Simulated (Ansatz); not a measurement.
# [NO3]− (nitrate) at wB97X/aug-cc-pVDZ

What is the vertical ionisation energy of [NO3]− (nitrate) at wB97X/aug-cc-pVDZ? 

The calculation is run with Ansatz 0.2.0.

### Step 1. Starting point

The species is [NO3]− (4 atoms), meant as a singlet with charge -1. SMILES: `O=[N+]([O-])[O-]`. The shape is that of a PBE0-D4/def2-TZVPD optimisation.

Bond lengths: O1–N2 1.247 Å, N2–O3 1.247 Å, N2–O4 1.247 Å. Angles: O1–N2–O3 120.0°, O1–N2–O4 120.0°, O3–N2–O4 120.0°.

### Step 2. The energy at wB97X/aug-cc-pVDZ

input.yaml

```yaml
crystal:
  periodic: [false, false, false]
  atoms:
    - {symbol: O, position_ang: [0.296520, 0.524040, 1.091530]}
    - {symbol: N, position_ang: [0.000000, 0.000000, -0.000000]}
    - {symbol: O, position_ang: [0.470440, -1.113360, -0.305120]}
    - {symbol: O, position_ang: [-0.766950, 0.589330, -0.786420]}
basis:
  gaussian:
    orbitals: aug-cc-pVDZ
total_charge: -1
hamiltonian:
  xc: {name: wB97X}
accuracy: high
output: {orbitals: {seedname: orbitals}}
```

Started as:

```bash
ansatz run input.yaml --threads 1 --pin off --max-ram 3480MiB --events-out events.jsonl --progress --plain --runs-dir runs
```

What it wrote:

```text
Warning: RAYON_NUM_THREADS=1 ignored (pool sized by the plan → 1); use --threads N
Functional definition: wB97X
  name "wB97X"
  parameter omega = 0.3/bohr
  parameter cx = 0.157706
  parameter cx1 = 0.726479
  parameter cx2 = 1.04760
  parameter cx3 = -5.70635
  parameter cx4 = 13.2794
  parameter css1 = -4.33879
  parameter css2 = 18.2308
  parameter css3 = -31.7430
  parameter css4 = 17.2901
  parameter cos1 = 2.37031
  parameter cos2 = -11.3995
  parameter cos3 = 6.58405
  parameter cos4 = -3.78132
  exchange = spin_sum(e_x_unif_sr(omega)*poly(b97_u_x, 1 - cx, cx1, cx2, cx3, cx4)) + cx*exact_x_sr(omega)
      + exact_x_lr(omega)
  correlation = spin_sum(e_c_pw_same_spin*poly(b97_u_same, 1, css1, css2, css3, css4))
      + integral(e_c_pw_opposite_spin*poly(b97_u_opposite, 1, cos1, cos2, cos3, cos4))
1802 factors; integrals over basis functions are off by at most 2.7e-9 eV
341 factors; integrals over basis functions are off by at most 1.8e-9 eV
mean field evaluation 1: about -7621.3158 eV, gradient 6.5e1 eV
mean field evaluation 2: about -7617.5863 eV, gradient 8.7e1 eV
mean field evaluation 4: about -7628.6844 eV, gradient 1.2e0 eV
mean field evaluation 8: about -7628.6894 eV, gradient 1.8e-2 eV
mean field evaluation 16: about -7628.6894 eV, gradient 2.9e-6 eV
mean field -7628.68935877 eV, -280.3491630235 hartree, gradient 7.4e-8 eV, S^2 0.000000; 0 other end points of the search recorded, 0 dependent functions left out
reference -7628.68935628 eV, -280.3491629318 hartree; 16, 16 occupied and 76, 76 virtual orbitals, 1802 factors
Total energy: -7628.68935628 eV, -280.3491629318 hartree
```

Wall time 11 s (1 thread of Arm Neoverse V2, shared host); peak memory 0.39 GiB.

### Step 3. Doublet neutral NO3

run.yaml

```yaml
crystal:
  periodic: [false, false, false]
  atoms:
    - {symbol: O, position_ang: [0.296520, 0.524040, 1.091530]}
    - {symbol: "N", position_ang: [0.000000, 0.000000, -0.000000]}
    - {symbol: O, position_ang: [0.470440, -1.113360, -0.305120]}
    - {symbol: O, position_ang: [-0.766950, 0.589330, -0.786420]}
basis:
  gaussian:
    orbitals: aug-cc-pVDZ
accuracy: high
output:
  orbitals: {seedname: orbitals}
hamiltonian:
  xc: {name: wB97X}
magnetization:
  spin_polarized: true
  initial_magnetization: 1
```

Started as:

```bash
ansatz run run.yaml --threads 1 --pin off --max-ram 3480MiB --events-out events.jsonl --progress --plain --runs-dir runs
```

What it wrote:

```text
Warning: RAYON_NUM_THREADS=1 ignored (pool sized by the plan → 1); use --threads N
[... 17 set-up lines as earlier in the session ...]
      + exact_x_lr(omega)
[... 1 set-up line as earlier in the session ...]
      + integral(e_c_pw_opposite_spin*poly(b97_u_opposite, 1, cos1, cos2, cos3, cos4))
1800 factors; integrals over basis functions are off by at most 2.7e-9 eV
341 factors; integrals over basis functions are off by at most 1.8e-9 eV
mean field evaluation 1: about -7619.8357 eV, gradient 3.7e1 eV
mean field evaluation 2: about -7617.6090 eV, gradient 4.8e1 eV
mean field evaluation 4: about -7624.3394 eV, gradient 5.2e-1 eV
mean field evaluation 8: about -7624.4661 eV, gradient 2.7e-2 eV
mean field evaluation 16: about -7624.4661 eV, gradient 5.9e-4 eV
mean field evaluation 32: about -7624.4661 eV, gradient 2.8e-7 eV
mean field -7624.46610941 eV, -280.1939614721 hartree, gradient 7.2e-8 eV, S^2 0.757908; 4 other end points of the search recorded, 0 dependent functions left out
reference -7624.46610626 eV, -280.1939613564 hartree; 16, 15 occupied and 76, 77 virtual orbitals, 1800 factors
Total energy: -7624.46610626 eV, -280.1939613564 hartree
```

Wall time 30 s (1 thread of Arm Neoverse V2, shared host); peak memory 0.6 GiB.

### Step 4. Outcome

Level: wB97X/aug-cc-pVDZ.

| quantity | value |
| --- | --- |
| singlet [NO3]−: total energy | -280.34916 Eh |
| singlet [NO3]−: HOMO energy | -3.86 eV |
| singlet [NO3]−: LUMO energy | 6.99 eV |
| singlet [NO3]−: HOMO–LUMO gap (to an unbound level, set by the basis) | 10.85 eV |
| doublet neutral NO3: total energy | -280.19396 Eh |
| doublet neutral NO3: HOMO energy (highest over α and β) | -13.02 eV |
| doublet neutral NO3: LUMO energy (lowest over α and β) | -4.67 eV |
| doublet neutral NO3: ⟨S²⟩ | 0.758 |
| vertical detachment energy (to the doublet neutral) | 4.223 eV |

**Reading.** The vertical ionisation energy comes to 4.22 eV (97 kcal/mol). The negative HOMO energy of the first species, 3.86 eV, lies 0.36 eV below that difference.
